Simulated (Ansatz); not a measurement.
Species: C₄H₁₀, charge 0, multiplicity 1. 
Geometry from a B3LYP-D3(BJ)/def2-TZVP (Ansatz, an electronic-structure program) optimisation:
SMILES: CCCC
```xyz
14

C      0.6994     1.8273     0.0005
C      0.7016     0.3014     0.0009
C     -0.7016    -0.3014    -0.0009
C     -0.6994    -1.8273    -0.0005
H      1.7140     2.2299     0.0018
H     -1.7140    -2.2299    -0.0018
H      0.1846     2.2193     0.8812
H      0.1869     2.2190    -0.8816
H     -0.1869    -2.2190     0.8816
H     -0.1846    -2.2193    -0.8812
H      1.2502    -0.0651    -0.8732
H      1.2478    -0.0648     0.8765
H     -1.2478     0.0648    -0.8765
H     -1.2502     0.0651     0.8732
```
Charge 0, spin multiplicity 1.

Parts of the frozen-core correlation energy in aug-cc-pVDZ (Ansatz, hartree). Frozen orbitals: 4; correlated occupied orbitals by spin: 13 and 13; virtual: 165 and 165. No spin-orbit coupling. No relativistic terms.

| term | value |
|---|---|
| reference (HF) | -157.31519 |
| MP2 opposite-spin | [?] |
| MP2 same-spin | -0.13527 |
| CCSD correlation | [?] |
| (T) | [?] |
| T1 diagnostic | 0.008 |
| largest doubles amplitude | 0.011 |

Q: Some entries are withheld; supply them.

A: 
- MP2 opposite-spin, value: -0.47520
- CCSD correlation, value: -0.67218
- (T), value: -0.02096
